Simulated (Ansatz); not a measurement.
## Ansatz (development build ahead of 0.2.0) run

```yaml
crystal:
  periodic: [false, false, false]
  atoms:
    - { symbol: C, position_ang: [-0.00835, -0.0022, -0.63308] }
    - { symbol: C, position_ang: [-0.00205, 0.00929, 0.62497] }
basis:
  gaussian: { orbitals: def2-TZVP }
hamiltonian:
  xc: hf
```

The input is written out in the form of the current development build from the run's settings.

Results

```json
{"Converged": "yes", "Total energy": "-75.44441 hartree", "Spin squared of the determinant": "0.000"}
```

Caution: in another basis set an unrestricted determinant lies well below.
